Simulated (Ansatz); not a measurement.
# SiCN+ (singlet): wave-function methods side by side, cc-pVTZ

One table from this session's results is given with a row withheld; the runs are named, their logs left out.

Program: Ansatz 0.2.0, Gaussian basis. Level of theory: cc-pVTZ, core rule «outside noble gas», up to 7 orbitals frozen. These are calculated values, not measurements.

Plan: UHF; CCSD(T) on RHF; CCSD(T) on UHF; BCCD(T) on RHF; CCSDT(Q) on RHF; CCSDT(Q) on UHF; CASSCF and NEVPT2, 12 electrons in 12 orbitals.

5 further runs of the same task are left out: 5 set aside as unsound or not needed.

### What is computed

The geometry is a PBE0/def2-TZVP stationary point (not a proven minimum) of the parent state, kept for this charge and spin.

3 atoms, charge 1, spin multiplicity 1.

Atoms are counted from 1 here; the program's logs count them from 0.

Bond lengths: N1–C2 1.163 Å, C2–Si3 1.842 Å. Angles: N1–C2–Si3 180.0°.

The first run:

in.yaml reads:

```yaml
crystal:
  periodic: [false, false, false]
  atoms:
    - {symbol: N, position_ang: [0.000000, 0.000000, -1.389100]}
    - {symbol: C, position_ang: [0.000000, 0.000000, -0.226600]}
    - {symbol: Si, position_ang: [0.000000, 0.000000, 1.615700]}
basis:
  gaussian: {orbitals: cc-pVTZ}
total_charge: 1
magnetization: {spin_polarized: true, initial_magnetization: 0}
hamiltonian: {xc: hf}
output: {orbitals: {seedname: orbitals}}
```

Command:

```bash
$ ansatz run in.yaml --threads 1 --pin off --events-out ev --progress --plain --max-ram 2816MiB --backend cpu
```

Steps of the session up to this table: UHF; CCSD(T) on RHF; CCSD(T) on UHF; BCCD(T) on RHF; CCSDT(Q) on RHF; CCSDT(Q) on UHF; CASSCF and NEVPT2, 12 electrons in 12 orbitals.

One of the session's tables, all rows but one given; the rest of the session is left out.

| method | from RCCSDT(Q) (meV) |
| --- | --- |
| RHF | +11891.1 |
| UHF | +11855.7 |
| RMP2 | +1019.8 |
| UMP2 | +1627.8 |
| RCCSD | +720.2 |
| UCCSD | +731.3 |
| RCCSD(T) | +68.7 |
| UCCSD(T) | +94.5 |
| BCCD(T) | +64.4 |
| RCCSDT | +71.0 |
| UCCSDT | +72.2 |
| RCCSDT(Q) | 0 |
| UCCSDT(Q) | ? |
| CASSCF valence | +6660.1 |
| NEVPT2 valence | +1243.0 |

Estimate the missing values for UCCSDT(Q).

**Answer.** from RCCSDT(Q) (meV): +0.3. In the column «from RCCSDT(Q) (meV)» it lies between RCCSDT(Q) (0) and BCCD(T) (+64.4).

Limits of these values: Warnings: restricted reference is unstable; spin contamination. Restricted and unrestricted rows rest on different reference determinants; where their highest levels disagree by more than a few hundredths of an eV, they describe different states and don't form one ladder.
